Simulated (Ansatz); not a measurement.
Geometry optimisation, RKS PBE-D4/def2-SVP in Ansatz 0.2.0.

Input:

```yaml
crystal:
  periodic: [false, false, false]
  atoms:
    - { symbol: S, position_ang: [0.8486, -0.8313, 0.1849] }
    - { symbol: S, position_ang: [0.0726, 1.1242, 0.0275] }
    - { symbol: H, position_ang: [-0.2432, -1.3571, 0.8312] }
    - { symbol: H, position_ang: [-0.6225, 1.0039, -1.0639] }
basis:
  gaussian: { orbitals: def2-SVP }
hamiltonian:
  xc: pbe
  dispersion: d4
relax:
  f_tol: 0.02
  max_steps: 40
scf:
  lower_state_search: "off"
output:
  orbitals: {}
```

Command:

```bash
$ ansatz run input.yaml --threads 1 --pin off --max-ram 2048MiB --backend cpu --events-out ev --progress --plain --runs-dir out
```

Task: Where does it end, and by what steps?

Result: The forces met the threshold. After 4 steps the energy has fallen by 0.079 eV; H4 moved furthest, 0.06 Å.

```json
{"step": "0", "energy less start (eV)": "0.0000", "largest force component (eV/Å)": "1.762", "accepted": "yes"}
{"step": "1", "energy less start (eV)": "-0.0518", "largest force component (eV/Å)": "0.588", "accepted": "yes"}
{"step": "2", "energy less start (eV)": "-0.0757", "largest force component (eV/Å)": "0.239", "accepted": "yes"}
{"step": "3", "energy less start (eV)": "-0.0785", "largest force component (eV/Å)": "0.055", "accepted": "yes"}
{"step": "4", "energy less start (eV)": "-0.0787", "largest force component (eV/Å)": "0.013", "accepted": "yes"}
```

```xyz
4
Properties=species:S:1:pos:R:3
S 0.810 -0.826 0.160
S 0.071 1.129 0.065
H -0.215 -1.389 0.874
H -0.610 1.026 -1.119
```

Whether the end is a true minimum wasn't checked by a vibrational analysis.

Run time: 2.8 s on 1 thread of Arm Neoverse V1, with other jobs on the host, peak memory 0.087 GiB.
